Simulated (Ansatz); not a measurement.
in.yaml

```yaml
crystal:
  periodic: [false, false, false]
  atoms:
    - {symbol: W, position_ang: [0.000000, 0.140900, 0.294733]}
    - {symbol: N, position_ang: [0.000000, -1.385836, 0.913166]}
    - {symbol: Cl, position_ang: [0.000000, -0.183117, -1.889096]}
basis:
  gaussian: {orbitals: def2-SVP}
correlation: {active_space: {ras: {orbitals: [9, 0, 45], electrons: 18, max_holes: 2, max_particles: 2}, fixed_orbitals: true}}
accuracy: high
output: {forces: true}
```

```sh
$ ansatz run in.yaml --threads 1 --pin off --events-out ev --progress --plain --max-ram 2393MiB
```

Log:

```
1321 factors; integrals over basis functions are off by at most 3.7e-9 eV
mean field evaluation 1: about -15774.4445 eV, gradient 6.4e1 eV
mean field evaluation 2: about -15774.8349 eV, gradient 6.4e1 eV
mean field evaluation 4: about -15784.0617 eV, gradient 4.1e0 eV
mean field evaluation 8: about -15784.2360 eV, gradient 1.3e0 eV
mean field evaluation 16: about -15784.3375 eV, gradient 2.7e-2 eV
mean field evaluation 32: about -15757.7687 eV, gradient 5.6e1 eV
mean field evaluation 64: about -15772.9893 eV, gradient 1.1e-8 eV
mean field evaluation 96: about -15784.3348 eV, gradient 1.8e-1 eV
mean field evaluation 128: about -15782.7236 eV, gradient 9.8e0 eV
mean field evaluation 160: about -15783.5273 eV, gradient 7.0e0 eV
mean field evaluation 192: about -15784.3376 eV, gradient 2.7e-8 eV
mean field -15784.33761664 eV, -580.0637084032 hartree, gradient 2.7e-8 eV, S^2 0.000000; 12 other end points of the search recorded, 0 dependent functions left out
reference -15784.33761664 eV, -580.0637084032 hartree; 19, 19 occupied and 45, 45 virtual orbitals, 1321 factors
state -15795.83792570 eV, -580.4863369658 hartree
the calculation of the forces begins
Total energy: -15795.83792570 eV, -580.4863369658 hartree
Atom 0 at     0.000000     0.140900     0.294733 Å, force     0.000000    -0.175146     0.846672 eV/Å
Atom 1 at     0.000000    -1.385836     0.913166 Å, force    -0.000000     0.265749    -0.073062 eV/Å
Atom 2 at     0.000000    -0.183117    -1.889096 Å, force     0.000000    -0.090603    -0.773611 eV/Å
Dipole moment:    -0.000000     0.818174     0.361707 e Å
```

Natural occupations: 1.9884 1.9809 1.9763 1.9735 1.9721 1.9719 1.9598 1.9541 1.9537 0.0390 0.0375 0.0319 0.0177 0.0143 0.0112 0.0103 0.0096 0.0090 0.0089 0.0087 0.0073 0.0062 0.0054 0.0051.

Forces (eV/Å):
```
W    0.000 -0.175  0.847
N    0.000  0.266 -0.073
Cl   0.000 -0.091 -0.774
```

Ran on 1 thread of Arm Neoverse V2, shared host: 15 s wall, 0.38 GiB peak host memory.
